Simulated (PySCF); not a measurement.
## Working out the ionisation energy of F

F [He] 2s2 2p5 (2P) → F⁺ [He] 2s2 2p4 (3P). Calculation: PySCF 2.14, in def2-TZVPPD; no relativity, point nucleus. Frozen: 1s2. Energies in hartree (1 hartree = 27.21139 eV):

```csv
part,F (lower),F⁺ (upper)
UHF,-99.412118,-98.836608
CCSD correlation,-0.211323,-0.156925
(T),-0.003773,-0.001957
```

Problem. What does Hartree-Fock give?

Solution. (-98.836608) − (-99.412118) = 0.575510 hartree = 15.660 eV.

Problem. What do CCSD and CCSD(T) give?

Solution. The CCSD correlation energies differ by 0.054398 hartree = 1.480 eV and the triples by 0.001816 hartree = 0.049 eV, so CCSD gives 17.140 eV and CCSD(T) 17.189 eV.

Measured between the centres of the two terms (NIST): 17.427 eV, so CCSD(T) (valence) is off by -0.238 eV.

What remains against the reference includes basis incompleteness, the frozen core and higher excitations.
